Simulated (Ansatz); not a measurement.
A nudged elastic band was laid between two geometries of CH4BF + H2 (9 atoms, charge 0, multiplicity 1).

Computed with RKS PBE/def2-SVP (Ansatz).

```yaml
movable_images: 7
climbing_image: yes
spring: 5.0 eV/Å²
optimiser: quadratic models (default)
start_path: through a guess of the saddle point
force_threshold: 0.05 eV/Å
iteration_limit: 60
end_points: relaxed
```

Image 0:

```xyz
9
Properties=species:S:1:pos:R:3
B 0.124 -0.514 -0.058
F 0.071 -0.327 1.267
C 1.462 -0.313 -0.838
H 1.664 -1.184 -1.498
H 1.337 0.549 -1.533
H 2.342 -0.122 -0.194
H -0.931 -0.828 -0.593
H -0.259 2.990 1.135
H -0.217 2.275 1.415
```

Image 8:

```xyz
9
Properties=species:S:1:pos:R:3
B 0.030 0.462 -0.232
F 0.058 0.022 1.797
C 1.403 -0.038 -0.787
H 1.489 -1.142 -0.831
H 1.435 0.313 -1.846
H 2.297 0.385 -0.287
H -1.022 -0.074 -0.521
H -0.059 1.637 0.166
H -0.037 0.960 1.644
```

Q: Which bonds break or form, and what moves?

A: Bonds broken: B1–F2, H8–H9. Bonds formed: B1–H8, F2–H9. CH4BF + H2 becomes CH5B + FH.

Q: Give the energies along the band, and the barrier.

A: The run converged. The highest image is number 7 of 0 to 8, 1.51 eV above the first end and 0.15 eV above the last; the last end lies 1.36 eV above the first. A vibrational analysis at the climbing image gives one clearly imaginary mode, 787i cm⁻¹: a first-order saddle point. The orbitals stay closed-shell, which can raise the energy where a bond breaks towards radicals; this wasn't checked here.

```tsv
image	path coordinate (Å)	energy (eV)	B1–F2 (Å)	H8–H9 (Å)	B1–H8 (Å)
0	0.00	0.00	1.34	0.77	3.72
1	0.46	0.00	1.34	0.77	3.43
2	0.92	0.01	1.34	0.77	3.08
3	1.38	0.03	1.34	0.77	2.74
4	1.84	0.09	1.34	0.77	2.35
5	2.30	0.28	1.36	0.77	1.95
6	2.76	0.86	1.45	0.82	1.57
7	3.22	1.51	1.69	1.10	1.33
8	3.76	1.36	2.08	1.63	1.24
```

Q: What is the geometry of the highest image?

A: 
```xyz
9
Properties=species:S:1:pos:R:3
B 0.035 0.332 -0.043
F 0.084 -0.033 1.612
C 1.398 -0.018 -0.742
H 1.521 -1.121 -0.801
H 1.388 0.349 -1.791
H 2.292 0.404 -0.242
H -1.045 -0.038 -0.456
H -0.063 1.608 0.316
H -0.016 1.041 1.252
```

Q: What are the harmonic wavenumbers there?

A: 787i, 177, 278, 553, 667, 794, 872, 946, 1018, 1069, 1146, 1278, 1382, 1388, 1420, 1914, 2204, 2576, 2969, 3048, 3072 cm⁻¹.

Run time: 2.8 min on 1 thread of Arm Neoverse V1, with other jobs on the host, peak memory 0.12 GiB.
